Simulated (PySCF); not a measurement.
C₂H₂F₂O.
Atom-mapped SMILES: `[F:1][C@@H:2]1[O:3][C@@H:4]1[F:5]`

Structure used (PBE0-D3(BJ)/def2-SVP), in Å, numbered top down from 1:
```xyz
7
C2H2F2O angstrom
F     -1.685   -0.516    0.094
C     -0.622    0.136   -0.386
O      0.418   -0.659   -0.855
C      0.637    0.023    0.335
F      0.666   -0.727    1.442
H     -0.916    0.988   -1.013
H      1.433    0.778    0.336
```

NICS is the negative of the GIAO shielding at a point without a nucleus: at the ring centre (0) and 1 Å above and below it (1); zz is the component along the ring normal. Level: GIAO PBE0/pcSseg-1 (PySCF, non-relativistic, gas phase) on the PBE0-D3(BJ)/def2-SVP geometry, one conformer.

Ring bond lengths (Å), with Mayer bond orders in brackets: C2–O3 1.391 (0.97), O3–C4 1.389 (0.98), C4–C2 1.455 (0.96).

**Question.** Give the NICS values of each ring in ppm.

**Answer.** 
| ring | type | NICS(0) | NICS(1), two faces | NICS(1)zz, two faces | rms pucker (Å) | centre to ring atoms, mean (Å) |
| --- | --- | --- | --- | --- | --- | --- |
| C2–O3–C4 | 3-membered ring with O; formal bonds all single | -39.2 | -4.4 / -8.2 | -8.9 / -22.9 | 0.00 | 0.81 |

**Question.** What can be read from them?

**Answer.** 
- C2–O3–C4: mean NICS(1)zz -15.9 ppm, shielded. C2, C4 have four or more neighbours, so the value isn't read as a sign of a π ring current. The two faces differ by 14.0 ppm, so no symmetry operation interchanges them. NICS(0) lies 33 ppm below the mean NICS(1).

**Question.** What is the mean of the two in-plane components of NICS at the first NICS(1) probe listed for ring C2–O3–C4, 1 Å off the ring?

**Answer.** The isotropic value is a third of the trace: (3 × -4.4 − (-8.9))/2 = -2.2 ppm.

**Question.** What are the shieldings of the ring atoms and their hydrogens in the same run (means over atoms taken as equivalent)?

**Answer.** 
```json
{"atoms": "C2 (×2)", "environment": "sp3 C–F carbon", "σ isotropic (ppm)": "97.8", "principal values of the symmetric part, first atom (ppm)": "45.6, 86.4, 161.6"}
{"atoms": "O3", "environment": "epoxide oxygen", "σ isotropic (ppm)": "216.7", "principal values of the symmetric part, first atom (ppm)": "88.3, 162.5, 399.3"}
{"atoms": "H6 (×2)", "environment": "methine hydrogen", "σ isotropic (ppm)": "26.28", "principal values of the symmetric part, first atom (ppm)": "20.8, 25.6, 32.4"}
```

**Question.** How do the values depend on the level or the medium?

**Answer.** 
```json
{"level": "PBE0/pcSseg-1, gas", "NICS(0), C2–O3–C4": "-39.2", "mean NICS(1)zz, C2–O3–C4": "-15.9"}
{"level": "wB97X-D/pcSseg-2, gas", "NICS(0), C2–O3–C4": "-40.6", "mean NICS(1)zz, C2–O3–C4": "-16.4"}
```

The geometry is the same throughout.

The run took 4.6 s on one thread of an Arm Neoverse V1, shared host. This is the whole shielding run at PBE0/pcSseg-1, SCF included.
